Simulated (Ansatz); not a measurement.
**AlH3 + CH2O: a complex and its separated parts, part 1 of 2**

Aim: how far the complex at one end of a reaction step lies below its separated, relaxed parts, level by level.

Method: PBE0-D4/def2-TZVP structures, single points in def2-TZVPP, no counterpoise correction; program: Ansatz 0.2.0, Gaussian basis.

Levels: SPW92, PBE-D4, BLYP-D4, r2SCAN-D4, B97M-V, PBE0-D4, B3LYP-D4, r2SCAN0-D4, BHLYP-D4, CAM-B3LYP-D4, wB97X-V, wB97M-V, B2PLYP, PBE-QIDH, RPA on PBE, Hartree-Fock, MP2, CCSD, CCSD(T).

Correlated methods freeze the cores. B3LYP uses VWN-RPA correlation. B2PLYP carries no dispersion term here.

57 further runs of the same task are left out: 1 that didn't finish, 56 set aside as unsound or not needed.

**1. Starting geometry**

The complex: 8 atoms, charge 0, spin multiplicity 1.

Atoms are counted from 1 here; the program's logs count them from 0.

Bond lengths: Al1–H2 1.610 Å, Al1–H3 1.594 Å, Al1–H4 1.594 Å, Al1–O5 2.008 Å, O5–C6 1.211 Å, C6–H7 1.098 Å, C6–H8 1.100 Å. Angles: H2–Al1–H3 117.5°, H2–Al1–H4 117.5°, H2–Al1–O5 94.7°, H3–Al1–H4 119.3°, H3–Al1–O5 99.6°, H4–Al1–O5 99.6°, Al1–O5–C6 123.4°, O5–C6–H7 119.6°, O5–C6–H8 120.6°, H7–C6–H8 119.8°.

Geometry (Å):

```xyz
8
CH5AlO
Al   -1.20044    0.21018   -0.57135
H    -1.43584   -0.76041    0.69137
H    -1.22008   -0.45141   -2.02158
H    -1.60590    1.74307   -0.40679
O     0.78373    0.35827   -0.29893
C     1.37712   -0.19878    0.59802
H     2.46398   -0.07392    0.68792
H     0.83744   -0.82699    1.32123
```

Its parts: AlH3 holds atoms 1, 2, 3, 4; CH2O holds atoms 5, 6, 7, 8. Each part counts its atoms afresh in its own runs.

**2. Relaxing AlH3 alone**

File relax-a/in.yaml:

```yaml
crystal:
  periodic: [false, false, false]
  atoms:
    - {symbol: Al, position_ang: [-1.200441, 0.210181, -0.571354]}
    - {symbol: H, position_ang: [-1.435843, -0.760414, 0.691369]}
    - {symbol: H, position_ang: [-1.220080, -0.451413, -2.021580]}
    - {symbol: H, position_ang: [-1.605898, 1.743068, -0.406785]}
basis:
  gaussian: {orbitals: def2-TZVP}
hamiltonian: {xc: pbe0, dispersion: d4}
relax: {f_tol: 0.005, max_steps: 200}
```

Run with:

```console
ansatz run in.yaml --threads 2 --pin off --events-out ev --progress --plain --max-ram 4352MiB
```

Output, shortened:

```text
Functional definition: PBE0
  name "PBE0"
  cite "Adamo & Barone, J. Chem. Phys. 110, 6158 (1999) doi:10.1063/1.478522"
  cite "Perdew, Burke & Ernzerhof, Phys. Rev. Lett. 77, 3865 (1996) doi:10.1103/PhysRevLett.77.3865"
  parent pbe
[...]
411 factors; their error is unknown
[...]
mean field -6641.59408699 eV, -244.0740808626 hartree, gradient 1.7e-5 eV, S^2 0.000000; 0 other end points of the search recorded, 0 dependent functions left out
[...]
reference -6641.59411676 eV, -244.0740819568 hartree; 8, 8 occupied and 47, 47 virtual orbitals, 411 factors
[...]
411 factors; their error is unknown
[...]
mean field -6641.72002821 eV, -244.0787091173 hartree, gradient 1.3e-5 eV, S^2 0.000000; 1 other end points of the search recorded, 0 dependent functions left out
[...]
reference -6641.72005827 eV, -244.0787102218 hartree; 8, 8 occupied and 47, 47 virtual orbitals, 411 factors
Total energy: -6641.74390904 eV, -244.0795867217 hartree
Atom 0 at    -1.365688     0.185350    -0.577110 Å, force     0.000805    -0.000255     0.000537 eV/Å
Atom 1 at    -1.380950    -0.756157     0.698721 Å, force    -0.000287    -0.001089     0.001411 eV/Å
Atom 2 at    -1.165276    -0.438997    -2.020822 Å, force     0.000027    -0.000953    -0.002170 eV/Å
Atom 3 at    -1.550347     1.751226    -0.409140 Å, force    -0.000544     0.002296     0.000221 eV/Å
Dipole moment:    -0.000156    -0.000004    -0.000031 e Å
```

Wall time 1.6 s (2 threads of Arm Neoverse V1, shared host).

Step by step:

| step | energy from step 1 (eV) | largest force component (eV/Å) |
| --- | --- | --- |
| 1 | 0.0000 | 1.1323 |
| 2 | -0.1124 | 0.2913 |
| 3 | -0.1250 | 0.0818 |
| 4 | -0.1259 | 0.0023 |

Close pairs (by a distance rule), those that changed most:

| bond | before (Å) | after (Å) | change (Å) |
| --- | --- | --- | --- |
| Al1–H2 | 1.610 | 1.586 | -0.024 |
| Al1–H3 | 1.594 | 1.586 | -0.008 |
| Al1–H4 | 1.594 | 1.586 | -0.008 |

**3. Relaxing CH2O alone**

File relax-b/in.yaml:

```yaml
crystal:
  periodic: [false, false, false]
  atoms:
    - {symbol: O, position_ang: [0.783726, 0.358269, -0.298927]}
    - {symbol: C, position_ang: [1.377125, -0.198782, 0.598024]}
    - {symbol: H, position_ang: [2.463976, -0.073917, 0.687922]}
    - {symbol: H, position_ang: [0.837435, -0.826992, 1.321230]}
basis:
  gaussian: {orbitals: def2-TZVP}
hamiltonian: {xc: pbe0, dispersion: d4}
relax: {f_tol: 0.005, max_steps: 200}
```

Run with:

```console
ansatz run in.yaml --threads 2 --pin off --events-out ev --progress --plain --max-ram 4352MiB
```

Output, shortened:

```text
[... 5 set-up lines as earlier in the session ...]
[...]
419 factors; their error is unknown
[...]
mean field -3113.47024428 eV, -114.4179210913 hartree, gradient 2.3e-5 eV, S^2 0.000000; 0 other end points of the search recorded, 0 dependent functions left out
[...]
Total energy: -3113.51073672 eV, -114.4194091610 hartree
Atom 0 at     0.776391     0.359489    -0.302312 Å, force    -0.000160     0.000160    -0.000255 eV/Å
Atom 1 at     1.367976    -0.187583     0.580659 Å, force     0.000610    -0.000634     0.001005 eV/Å
Atom 2 at     2.465134    -0.085946     0.704502 Å, force    -0.001797    -0.000492     0.000239 eV/Å
Atom 3 at     0.852761    -0.827381     1.325400 Å, force     0.001347     0.000966    -0.000989 eV/Å
Dipole moment:     0.238162    -0.220241     0.355468 e Å
```

Run time: 3 s. Hardware: 2 threads of Arm Neoverse V1, shared host.

Relaxation path:

| step | energy from step 1 (eV) | largest force component (eV/Å) |
| --- | --- | --- |
| 1 | 0.0000 | 1.3008 |
| 2 | -0.0161 | 0.5299 |
| 3 | -0.0208 | 0.0340 |
| 4 | -0.0209 | 0.0087 |
| 5 | -0.0209 | 0.0018 |

Close pairs (by a distance rule), those that changed most:

| bond | before (Å) | after (Å) | change (Å) |
| --- | --- | --- | --- |
| O1–C2 | 1.211 | 1.195 | -0.016 |
| C2–H3 | 1.098 | 1.109 | +0.011 |
| C2–H4 | 1.100 | 1.109 | +0.009 |

**4. SPW92/def2-TZVPP**

File parta/in.yaml:

```yaml
crystal:
  periodic: [false, false, false]
  atoms:
    - {symbol: Al, position_ang: [-1.365688, 0.185350, -0.577110]}
    - {symbol: H, position_ang: [-1.380950, -0.756157, 0.698721]}
    - {symbol: H, position_ang: [-1.165276, -0.438997, -2.020822]}
    - {symbol: H, position_ang: [-1.550347, 1.751226, -0.409140]}
basis:
  gaussian: {orbitals: def2-TZVPP}
hamiltonian: {xc: lda}
```

File partb/in.yaml:

```yaml
crystal:
  periodic: [false, false, false]
  atoms:
    - {symbol: O, position_ang: [0.776391, 0.359489, -0.302312]}
    - {symbol: C, position_ang: [1.367976, -0.187583, 0.580659]}
    - {symbol: H, position_ang: [2.465134, -0.085946, 0.704502]}
    - {symbol: H, position_ang: [0.852761, -0.827381, 1.325400]}
basis:
  gaussian: {orbitals: def2-TZVPP}
hamiltonian: {xc: lda}
```

One command serves all of them, each in its own folder.

Run with:

```console
ansatz run in.yaml --threads 2 --pin off --events-out ev --progress --plain --max-ram 4352MiB
```

Output in parta, shortened:

```text
Functional definition: SPW92
  name "SPW92"
  cite "Dirac, Proc. Camb. Phil. Soc. 26, 376 (1930) doi:10.1017/S0305004100016108"
  cite "Slater, Phys. Rev. 81, 385 (1951) doi:10.1103/PhysRev.81.385"
  cite "Perdew & Wang, Phys. Rev. B 45, 13244 (1992) doi:10.1103/PhysRevB.45.13244"
[...]
446 factors; their error is unknown
[...]
mean field -6615.10142867 eV, -243.1004936268 hartree, gradient 1.6e-6 eV, S^2 0.000000; 0 other end points of the search recorded, 0 dependent functions left out
reference -6615.10146636 eV, -243.1004950120 hartree; 8, 8 occupied and 76, 76 virtual orbitals, 446 factors
Total energy: -6615.10146636 eV, -243.1004950120 hartree
```

Output in partb, shortened:

```text
[... 5 set-up lines as earlier in the session ...]
[...]
449 factors; their error is unknown
[...]
mean field -3092.20098297 eV, -113.6362901552 hartree, gradient 1.3e-5 eV, S^2 0.000000; 0 other end points of the search recorded, 0 dependent functions left out
reference -3092.20100900 eV, -113.6362911116 hartree; 8, 8 occupied and 82, 82 virtual orbitals, 449 factors
Total energy: -3092.20100900 eV, -113.6362911116 hartree
```

They took 0.25 s (parta), 0.3 s (partb) on 2 threads of Arm Neoverse V1, shared host.

**5. PBE-D4/def2-TZVPP**

Each input of step 4 (parta, partb) changes in the same lines:

```diff
-hamiltonian: {xc: lda}
+hamiltonian: {xc: pbe, dispersion: d4}
```

Each run has its own folder and the same command.

Run with:

```console
ansatz run in.yaml --threads 2 --pin off --events-out ev --progress --plain --max-ram 4352MiB
```

Output in parta, shortened:

```text
Functional definition: PBE
  name "PBE"
[... 2 set-up lines as earlier in the session ...]
[...]
446 factors; their error is unknown
[...]
mean field -6640.96706143 eV, -244.0510380982 hartree, gradient 2.8e-6 eV, S^2 0.000000; 0 other end points of the search recorded, 0 dependent functions left out
reference -6640.96710149 eV, -244.0510395707 hartree; 8, 8 occupied and 76, 76 virtual orbitals, 446 factors
Total energy: -6640.99605334 eV, -244.0521035316 hartree
```

Log of partb, shortened:

```text
[... 4 set-up lines as earlier in the session ...]
[...]
449 factors; their error is unknown
[...]
mean field -3113.51982637 eV, -114.4197431997 hartree, gradient 6.7e-6 eV, S^2 0.000000; 0 other end points of the search recorded, 0 dependent functions left out
reference -3113.51985415 eV, -114.4197442205 hartree; 8, 8 occupied and 82, 82 virtual orbitals, 449 factors
Total energy: -3113.54414368 eV, -114.4206368443 hartree
```

Wall times: 0.4 s (parta), 0.45 s (partb) on 2 threads of Arm Neoverse V1, shared host.

**6. BLYP-D4/def2-TZVPP**

Each input of step 5 (parta, partb) changes in the same lines:

```diff
-hamiltonian: {xc: pbe, dispersion: d4}
+hamiltonian: {xc: {name: BLYP}, dispersion: d4}
```

One command serves all of them, each in its own folder.

Run with:

```console
ansatz run in.yaml --threads 2 --pin off --events-out ev --progress --plain --max-ram 4352MiB
```

Output in parta, shortened:

```text
Functional definition: BLYP
  name "BLYP"
  cite "Becke, Phys. Rev. A 38, 3098 (1988) doi:10.1103/PhysRevA.38.3098"
  cite "Lee, Yang & Parr, Phys. Rev. B 37, 785 (1988) doi:10.1103/PhysRevB.37.785"
[...]
446 factors; their error is unknown
[...]
mean field -6645.01325543 eV, -244.1997329853 hartree, gradient 3.4e-6 eV, S^2 0.000000; 0 other end points of the search recorded, 0 dependent functions left out
reference -6645.01356546 eV, -244.1997443788 hartree; 8, 8 occupied and 76, 76 virtual orbitals, 446 factors
Total energy: -6645.07943101 eV, -244.2021648930 hartree
```

Log of partb, shortened:

```text
[... 4 set-up lines as earlier in the session ...]
[...]
449 factors; their error is unknown
[...]
mean field -3116.48140734 eV, -114.5285792929 hartree, gradient 1.2e-5 eV, S^2 0.000000; 0 other end points of the search recorded, 0 dependent functions left out
reference -3116.48165178 eV, -114.5285882758 hartree; 8, 8 occupied and 82, 82 virtual orbitals, 449 factors
Total energy: -3116.53957101 eV, -114.5307167684 hartree
```

Wall times: 0.45 s (parta), 0.45 s (partb) on 2 threads of Arm Neoverse V1, shared host.

**7. r2SCAN-D4/def2-TZVPP**

Each input of step 6 (parta, partb) changes in the same lines:

```diff
-hamiltonian: {xc: {name: BLYP}, dispersion: d4}
+hamiltonian: {xc: r2scan, dispersion: d4}
```

One command serves all of them, each in its own folder.

Run with:

```console
ansatz run in.yaml --threads 2 --pin off --events-out ev --progress --plain --max-ram 4352MiB
```

Log of parta, shortened:

```text
Functional definition: r2SCAN
  name "r2SCAN"
  cite "Furness, Kaplan, Ning, Perdew & Sun, J. Phys. Chem. Lett. 11, 8208 (2020) doi:10.1021/acs.jpclett.0c02405"
  cite "Furness, Kaplan, Ning, Perdew & Sun, J. Phys. Chem. Lett. 11, 9248 (2020) doi:10.1021/acs.jpclett.0c03077"
  parent r2scan
[...]
446 factors; their error is unknown
[...]
mean field -6644.14741723 eV, -244.1679140183 hartree, gradient 7.9e-6 eV, S^2 0.000000; 0 other end points of the search recorded, 0 dependent functions left out
reference -6644.14742931 eV, -244.1679144624 hartree; 8, 8 occupied and 76, 76 virtual orbitals, 446 factors
Total energy: -6644.15388967 eV, -244.1681518760 hartree
```

partb printed, shortened:

```text
[... 5 set-up lines as earlier in the session ...]
[...]
449 factors; their error is unknown
[...]
mean field -3115.33088866 eV, -114.4862985111 hartree, gradient 3.3e-5 eV, S^2 0.000000; 0 other end points of the search recorded, 0 dependent functions left out
reference -3115.33089593 eV, -114.4862987784 hartree; 8, 8 occupied and 82, 82 virtual orbitals, 449 factors
Total energy: -3115.33649441 eV, -114.4865045187 hartree
```

They took 0.9 s (parta), 0.95 s (partb) on 2 threads of Arm Neoverse V1, shared host.

**8. B97M-V/def2-TZVPP**

Each input of step 7 (parta, partb) changes in the same lines:

```diff
-hamiltonian: {xc: r2scan, dispersion: d4}
+hamiltonian: {xc: {name: B97M-V}}
```

One command serves all of them, each in its own folder.

Run with:

```console
ansatz run in.yaml --threads 2 --pin off --events-out ev --progress --plain --max-ram 4352MiB
```

parta printed, shortened:

```text
Functional definition: B97M-V
  name "B97M-V"
  cite "Mardirossian & Head-Gordon, J. Chem. Phys. 142, 074111 (2015) doi:10.1063/1.4907719"
  cite "Becke, J. Chem. Phys. 107, 8554 (1997) doi:10.1063/1.475007"
  cite "Vydrov & Van Voorhis, J. Chem. Phys. 133, 244103 (2010) doi:10.1063/1.3521275"
  # Of w^i u^j: cxij and so on, Table III.
[...]
  gx(w, u) = cx00 + cx01*u + cx02*u^2 + (cx10 + cx11*u)*w
[...]
  gos(w, u) = cos00 + cos01*u + cos03*u^3 + cos10*w + cos32*w^3*u^2
[...]
      + integral(e_c_pw_mod_opposite_spin*gos(b97_w_opposite, b97_u_opposite)) + vv10(b, c)
446 factors; their error is unknown
[...]
mean field -6643.70912644 eV, -244.1518071290 hartree, gradient 2.2e-5 eV, S^2 0.000000; 0 other end points of the search recorded, 0 dependent functions left out
reference -6643.70918383 eV, -244.1518092380 hartree; 8, 8 occupied and 76, 76 virtual orbitals, 446 factors
Total energy: -6643.70918383 eV, -244.1518092380 hartree
```

Output in partb, shortened:

```text
[... 5 set-up lines as earlier in the session ...]
  # Of w^i u^j: cxij and so on, Table III.
[...]
  gx(w, u) = cx00 + cx01*u + cx02*u^2 + (cx10 + cx11*u)*w
[...]
  gos(w, u) = cos00 + cos01*u + cos03*u^3 + cos10*w + cos32*w^3*u^2
[...]
      + integral(e_c_pw_mod_opposite_spin*gos(b97_w_opposite, b97_u_opposite)) + vv10(b, c)
449 factors; their error is unknown
[...]
mean field -3116.40593871 eV, -114.5258058717 hartree, gradient 3.4e-5 eV, S^2 0.000000; 0 other end points of the search recorded, 0 dependent functions left out
reference -3116.40597546 eV, -114.5258072224 hartree; 8, 8 occupied and 82, 82 virtual orbitals, 449 factors
Total energy: -3116.40597546 eV, -114.5258072224 hartree
```

Wall times: 1.5 s (parta), 1.8 s (partb) on 2 threads of Arm Neoverse V1, shared host.

**9. PBE0-D4/def2-TZVPP**

Each input of step 8 (parta, partb) changes in the same lines:

```diff
-hamiltonian: {xc: {name: B97M-V}}
+hamiltonian: {xc: pbe0, dispersion: d4}
+output: {orbitals: {seedname: orbitals}}
```

One command serves all of them, each in its own folder.

Run with:

```console
ansatz run in.yaml --threads 2 --pin off --events-out ev --progress --plain --max-ram 4352MiB
```

Log of parta, shortened:

```text
[... 5 set-up lines as earlier in the session ...]
[...]
477 factors; their error is unknown
[...]
mean field -6641.73262367 eV, -244.0791719918 hartree, gradient 6.8e-5 eV, S^2 0.000000; 0 other end points of the search recorded, 0 dependent functions left out
reference -6641.73265373 eV, -244.0791730966 hartree; 8, 8 occupied and 76, 76 virtual orbitals, 477 factors
Total energy: -6641.75650451 eV, -244.0800495964 hartree
```

partb printed, shortened:

```text
[... 5 set-up lines as earlier in the session ...]
[...]
449 factors; their error is unknown
[...]
mean field -3113.50865153 eV, -114.4193325319 hartree, gradient 3.6e-5 eV, S^2 0.000000; 0 other end points of the search recorded, 0 dependent functions left out
reference -3113.50867259 eV, -114.4193333058 hartree; 8, 8 occupied and 82, 82 virtual orbitals, 449 factors
Total energy: -3113.52829465 eV, -114.4200544032 hartree
```

They took 0.4 s (parta), 0.45 s (partb) on 2 threads of Arm Neoverse V1, shared host.

**10. B3LYP-D4/def2-TZVPP**

The same edit goes into each in.yaml of step 9 (parta, partb):

```diff
-hamiltonian: {xc: pbe0, dispersion: d4}
-output: {orbitals: {seedname: orbitals}}
+hamiltonian: {xc: {name: B3LYP}, dispersion: d4}
```

One command serves all of them, each in its own folder.

Run with:

```console
ansatz run in.yaml --threads 2 --pin off --events-out ev --progress --plain --max-ram 4352MiB
```

Log of parta, shortened:

```text
Functional definition: B3LYP
  name "B3LYP"
  cite "Stephens, Devlin, Chabalowski & Frisch, J. Phys. Chem. 98, 11623 (1994) doi:10.1021/j100096a001"
[... 2 set-up lines as earlier in the session ...]
  cite "Vosko, Wilk & Nusair, Can. J. Phys. 58, 1200 (1980) doi:10.1139/p80-159"
[...]
470 factors; their error is unknown
[...]
mean field -6645.92045067 eV, -244.2330717956 hartree, gradient 2.3e-5 eV, S^2 0.000000; 0 other end points of the search recorded, 0 dependent functions left out
reference -6645.92068322 eV, -244.2330803414 hartree; 8, 8 occupied and 76, 76 virtual orbitals, 470 factors
Total energy: -6645.96785013 eV, -244.2348136935 hartree
```

Output in partb, shortened:

```text
[... 6 set-up lines as earlier in the session ...]
[...]
449 factors; their error is unknown
[...]
mean field -3117.20048369 eV, -114.5550048614 hartree, gradient 8.6e-5 eV, S^2 0.000000; 0 other end points of the search recorded, 0 dependent functions left out
reference -3117.20067000 eV, -114.5550117081 hartree; 8, 8 occupied and 82, 82 virtual orbitals, 449 factors
Total energy: -3117.23975840 eV, -114.5564481801 hartree
```

Wall times: 0.45 s (parta), 0.45 s (partb) on 2 threads of Arm Neoverse V1, shared host.

**11. r2SCAN0-D4/def2-TZVPP**

Each input of step 10 (parta, partb) changes in the same lines:

```diff
-hamiltonian: {xc: {name: B3LYP}, dispersion: d4}
+hamiltonian: {xc: {name: r2SCAN0}, dispersion: d4}
```

The same command starts each run, in its folder.

Run with:

```console
ansatz run in.yaml --threads 2 --pin off --events-out ev --progress --plain --max-ram 4352MiB
```

Output in parta, shortened:

```text
Functional definition: r2SCAN0
  name "r2SCAN0"
  cite "Bursch, Neugebauer, Ehlert & Grimme, J. Chem. Phys. 156, 134105 (2022) doi:10.1063/5.0086040"
[... 3 set-up lines as earlier in the session ...]
[...]
477 factors; their error is unknown
[...]
mean field -6644.04689245 eV, -244.1642198007 hartree, gradient 2.7e-5 eV, S^2 0.000000; 0 other end points of the search recorded, 0 dependent functions left out
reference -6644.04690211 eV, -244.1642201560 hartree; 8, 8 occupied and 76, 76 virtual orbitals, 477 factors
Total energy: -6644.05449518 eV, -244.1644991960 hartree
```

Output in partb, shortened:

```text
[... 6 set-up lines as earlier in the session ...]
[...]
449 factors; their error is unknown
[...]
mean field -3114.82994585 eV, -114.4678892025 hartree, gradient 5.1e-5 eV, S^2 0.000000; 0 other end points of the search recorded, 0 dependent functions left out
reference -3114.82995167 eV, -114.4678894162 hartree; 8, 8 occupied and 82, 82 virtual orbitals, 449 factors
Total energy: -3114.83629097 eV, -114.4681223811 hartree
```

Times: 0.95 s (parta), 1 s (partb) on 2 threads of Arm Neoverse V1, shared host.

**12. BHLYP-D4/def2-TZVPP**

The same edit goes into each in.yaml of step 11 (parta, partb):

```diff
-hamiltonian: {xc: {name: r2SCAN0}, dispersion: d4}
+hamiltonian: {xc: {name: BHLYP}, dispersion: d4}
```

The same command starts each run, in its folder.

Run with:

```console
ansatz run in.yaml --threads 2 --pin off --events-out ev --progress --plain --max-ram 4352MiB
```

Output in parta, shortened:

```text
Functional definition: BHLYP
  name "BHLYP"
  cite "Becke, J. Chem. Phys. 98, 1372 (1993) doi:10.1063/1.464304"
[... 2 set-up lines as earlier in the session ...]
[...]
482 factors; their error is unknown
[...]
mean field -6645.11820073 eV, -244.2035896539 hartree, gradient 6.8e-5 eV, S^2 0.000000; 0 other end points of the search recorded, 0 dependent functions left out
reference -6645.11835801 eV, -244.2035954339 hartree; 8, 8 occupied and 76, 76 virtual orbitals, 482 factors
Total energy: -6645.15322298 eV, -244.2048766977 hartree
```

Output in partb, shortened:

```text
[... 5 set-up lines as earlier in the session ...]
[...]
516 factors; their error is unknown
[...]
mean field -3115.35893836 eV, -114.4873293186 hartree, gradient 5.1e-5 eV, S^2 0.000000; 0 other end points of the search recorded, 0 dependent functions left out
reference -3115.35906479 eV, -114.4873339649 hartree; 8, 8 occupied and 82, 82 virtual orbitals, 516 factors
Total energy: -3115.38397228 eV, -114.4882492982 hartree
```

They took 0.45 s (parta), 0.5 s (partb) on 2 threads of Arm Neoverse V1, shared host.

**13. CAM-B3LYP-D4/def2-TZVPP**

Each input of step 12 (parta, partb) changes in the same lines:

```diff
-hamiltonian: {xc: {name: BHLYP}, dispersion: d4}
+hamiltonian: {xc: {name: CAM-B3LYP}, dispersion: d4}
```

The same command starts each run, in its folder.

Run with:

```console
ansatz run in.yaml --threads 2 --pin off --events-out ev --progress --plain --max-ram 4352MiB
```

parta printed, shortened:

```text
Functional definition: CAM-B3LYP
  name "CAM-B3LYP"
  cite "Yanai, Tew & Handy, Chem. Phys. Lett. 393, 51 (2004) doi:10.1016/j.cplett.2004.06.011"
  cite "Iikura, Tsuneda, Yanai & Hirao, J. Chem. Phys. 115, 3540 (2001) doi:10.1063/1.1383587"
[... 2 set-up lines as earlier in the session ...]
[...]
  # Exact exchange under (alpha + beta erf(omega r))/r, Becke's under what is left of 1/r.
[...]
465 factors; their error is unknown
135 factors; integrals over basis functions are off by at most 2.4e-5 eV
[...]
mean field -6645.18570960 eV, -244.2060705590 hartree, gradient 2.0e-5 eV, S^2 0.000000; 0 other end points of the search recorded, 0 dependent functions left out
reference -6645.18582326 eV, -244.2060747361 hartree; 8, 8 occupied and 76, 76 virtual orbitals, 465 factors
Total energy: -6645.20968396 eV, -244.2069516007 hartree
```

Output in partb, shortened:

```text
[... 6 set-up lines as earlier in the session ...]
[...]
  # Exact exchange under (alpha + beta erf(omega r))/r, Becke's under what is left of 1/r.
[...]
449 factors; their error is unknown
111 factors; integrals over basis functions are off by at most 2.2e-5 eV
[...]
mean field -3115.82895232 eV, -114.5046020132 hartree, gradient 3.5e-5 eV, S^2 0.000000; 0 other end points of the search recorded, 0 dependent functions left out
reference -3115.82904326 eV, -114.5046053550 hartree; 8, 8 occupied and 82, 82 virtual orbitals, 449 factors
Total energy: -3115.84812233 eV, -114.5053064980 hartree
```

They took 0.55 s (parta), 0.55 s (partb) on 2 threads of Arm Neoverse V1, shared host.

(Continued in part 2 of 2.)
